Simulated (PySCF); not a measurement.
Gas-phase reaction: 2 C3H6 (propylene) → 3 C2H2 (acetylene) + 3 H2

Method: PySCF energies (xtb for GFN2) plus ideal-gas RRHO corrections (1 bar). Table values come from the NASA 1993 polynomials. † marks an energy on the PBE0/def2-TZVP geometry and frequencies; other levels use their own. All species are closed-shell singlets. B3LYP is the form with VWN-RPA correlation.

Levels: a) B3LYP/def2-TZVP†; b) r2SCAN/def2-TZVP†; c) PBE0/def2-TZVP; d) LDA/def2-TZVP†; e) GFN2-xTB.

### Question
Order the levels by the distance of their ΔH°(298 K) from the table for this reaction, closest first.

### Answer
a (+0 kJ), b (+59 kJ), e (+80 kJ), c (+97 kJ), d (+191 kJ)

The table gives 645 kJ. The order holds for this reaction alone, and for the 1993 entries, some of which have been revised since.
